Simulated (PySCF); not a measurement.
**Working with the constants of LiMg⁻**

RHF-SCS-MP2 constants of LiMg⁻, ¹Σ⁺ (singlet), closed shell (basis Li aug-pcseg-1, Mg aug-pcseg-1; no relativity; PySCF 2.14; masses 7.0160 and 23.9850 u):

```
ωe              : 62.6 cm⁻¹
ωexe            : 1.04 cm⁻¹
Be              : 0.19345 cm⁻¹
αe              : 0.00829 cm⁻¹
D (centrifugal) : 7.38e-06 cm⁻¹
```

Task: Give the vibrational terms G(v) and spacings up to v = 3.

Result: G(v) = ωe(v+½) − ωexe(v+½)².

```json
{"v": "0", "G(v) (cm⁻¹)": "31", "G(v) − G(v−1)": "", "Bv (cm⁻¹)": "0.1893"}
{"v": "1", "G(v) (cm⁻¹)": "92", "G(v) − G(v−1)": "61", "Bv (cm⁻¹)": "0.1810"}
{"v": "2", "G(v) (cm⁻¹)": "150", "G(v) − G(v−1)": "58", "Bv (cm⁻¹)": "0.1727"}
{"v": "3", "G(v) (cm⁻¹)": "206", "G(v) − G(v−1)": "56", "Bv (cm⁻¹)": "0.1644"}
```

Correlated steps freeze 1 core orbital.
